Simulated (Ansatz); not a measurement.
# Cu3Pd: computed properties

Level of theory: Ansatz, DFT PBEsol, scalar-relativistic, plane waves, PAW.

Settings: cutoff 420 eV, Γ-centred mesh 12×12×12 on the computed 4-atom cell, Gaussian smearing of 0.10 eV; no spin polarisation.

The structure is relaxed at this level of theory with its symmetry kept. Whether it is the stable form of this composition wasn't checked.

```cif
data_structure
_symmetry_space_group_name_H-M 'P 1'
_symmetry_Int_Tables_number 1
_cell_length_a 3.6539
_cell_length_b 3.6539
_cell_length_c 3.6536
_cell_angle_alpha 90.000
_cell_angle_beta 90.000
_cell_angle_gamma 90.000
_cell_volume 48.78
loop_
_atom_site_label
_atom_site_type_symbol
_atom_site_fract_x
_atom_site_fract_y
_atom_site_fract_z
_atom_site_occupancy
Cu1 Cu 0.00000 0.50000 0.50000 1
Cu2 Cu 0.50000 0.00000 0.50000 1
Cu3 Cu 0.50000 0.50000 0.00000 1
Pd1 Pd 0.00000 0.00000 0.00000 1
```

* Space group: Pm-3m (No. 221)
* Volume per atom: 12.19 Å³
* Formation energy from the elements' standard states (uncorrected): -0.095 eV/atom
* Kohn–Sham band gap: none (metal)
* Density of states at the Fermi level: 1.74 states/eV per cell
* Löwdin character within 0.5 eV of the Fermi level: Cu 3d 35 %, Cu 4s 34 %, Pd 4d 16 %, unprojected 15 %
* Bulk modulus: 178 GPa
* Its pressure derivative: 5.1
* Bader charges (e): Cu (3 in the cell) 0.12, Pd (1 in the cell) -0.37